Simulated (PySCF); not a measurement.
## State search for MgO

Unrestricted PBE0; Mg 6-31G(d,p), O 6-31G(d,p); no relativity (PySCF 2.14). Outer shells of the fragments: Mg 3s2; O 2s2 2p4.

Followed along the bond (rough minima from three points):

| 2Ms+1 | unpaired | ⟨S²⟩ at the start | R at minimum (Å) | Te (eV) |
| --- | --- | --- | --- | --- |
| 3 | σ ↑, π ↑ | 2.01 | 1.89 | 0.00 |
| 1 | σ ↓, π ↑ | 1.00 | 1.88 | 0.06 |
| 1 | none | 0.00 | 1.74 | 0.43 |

Solutions found at the starting distance of 1.955 Å, counted from the lowest of them; the search is not exhaustive and high or unbound solutions are not listed, so other states can lie among these:

| 2Ms+1 | unpaired | term | E (eV) | ⟨S²⟩ | ⟨Lz²⟩ | μ (D) |
| --- | --- | --- | --- | --- | --- | --- |
| 3 | σ ↑, π ↑ | ³Π | 0.00 | 2.01 | 1.01 | -2.96 |
| 1 | σ ↓, π ↑ | mixed | 0.07 | 1.00 | 1.01 | -3.06 |
| 1 | none | ¹Σ⁺ | 0.81 | 0.00 | 0.00 | -6.64 |
| 3 | π ↑↑ | mixed | 3.15 | 2.00 | 2.01 | -4.61 |
| 3 | π ↑↑ | ³Σ⁻ | 3.27 | 2.01 | 0.00 | 3.14 |
| 1 | π ↑↓ | mixed | 3.28 | 1.07 | 2.01 | -4.20 |
| 3 | π ↑↑ | mixed | 3.30 | 2.00 | 2.00 | -4.57 |
| 1 | π ↑↓ | mixed | 4.05 | 1.00 | 2.01 | 3.13 |
| 3 | σ ↓, π ↑↑↑ | mixed | 5.79 | 3.00 | 1.01 | 2.71 |
| 1 | none | mixed | 6.27 | 0.00 | 2.00 | 3.13 |

A term symbol is given only where ⟨S²⟩ and ⟨Lz²⟩ are close to those of a pure state; real π, δ and φ orbitals otherwise mix terms. A positive dipole means Mg(−)O(+).

Counting both spins, an empty level lies below a filled one in some of these solutions, because spin and occupation are held.
